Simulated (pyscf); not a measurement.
Single points on ωB97X-D3(BJ)/def2-SVP structures (PySCF, gas phase). Correlated levels are frozen-core, on RHF or UHF. ΔMP2 is the change of the MP2 total energy from the triple- to the quadruple-zeta basis.

Question: How much does it cost (ΔH, 298 K, CCSD(T)/def2-TZVPP + ΔMP2(QZVPP)) to split H₃C–Be–NH₂ at its Be–N bond into [Be–CH₃]• + NH₂•?

Answer: Be–N to [Be–CH₃]• + NH₂•: 5.15 eV. The radicals are drawn with the spin at the cut bond; how far it spreads was not checked. Other isomers of [Be–CH₃]• were not searched in full and may lie lower. The CCSD(T) − MP2 part came from Ansatz, without density fitting, on the same reference.
